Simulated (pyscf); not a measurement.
Single points on ωB97X-D3(BJ)/def2-SVP structures (PySCF, gas phase).

Problem. For `[CH3][Sb]([CH3])[CH3]` + `[CH3]` [doublet] → `[CH3][Sb][CH3]` [doublet] + `[CH3][CH3]`, a substitution at C (doublet surface; C–Sb broken, C–C formed), PBE/def2-TZVP gives ΔE‡ = 58.7 kJ/mol and ΔE = -149.9 kJ/mol (zero: the separated reactants). In which direction and how far do r²SCAN/def2-TZVP, M06-2X/def2-TZVP, ωB97M-D3(BJ)/def2-TZVP move these?

Solution. r²SCAN: ΔE‡ = 76.5 kJ/mol, ΔE = -133.9 kJ/mol; M06-2X: ΔE‡ = 83.6 kJ/mol, ΔE = -167.3 kJ/mol; ωB97M-D3(BJ): ΔE‡ = 94.0 kJ/mol, ΔE = -150.1 kJ/mol. PBE's barrier lies under all of them, by 17.8 to 35.2 kJ/mol. Its reaction energy lies among theirs. One saddle was located; it need not be the lowest between these sides. The angle at the attacked C is 176°. Elements past Kr carry the def2 core potentials, without spin-orbit coupling.
